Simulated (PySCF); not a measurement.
```xyz
5
charge 0 multiplicity 1, angstrom
Mg    0.0000    0.0000    0.0000
O    -0.1491    0.0000    1.7605
O     0.1491    0.0000   -1.7605
H    -0.6135    0.0000    2.5865
H     0.6135    0.0000   -2.5865
```

All numbers come from PBE0/[Mg def2-TZVP, O def2-TZVP, H def2-TZVP], no relativity, density fitting, PySCF.

This geometry of Mg(OH)₂ is a stationary point at this level.

Q: What is the point group?

A: C2h.

Q: Is it a minimum?

A: Yes: all harmonic wavenumbers are real, though the softest, 36 cm⁻¹, leaves little margin.

Q: What are the dipole moment and the gap between the highest occupied and lowest empty levels?

A: 0.00 D and 6.85 eV.

Q: What is the atomisation energy, with and without zero-point energy?

A: 1606 kJ/mol without, 1544 kJ/mol with.

Only a few start shapes were tried, so a lower isomer may exist.
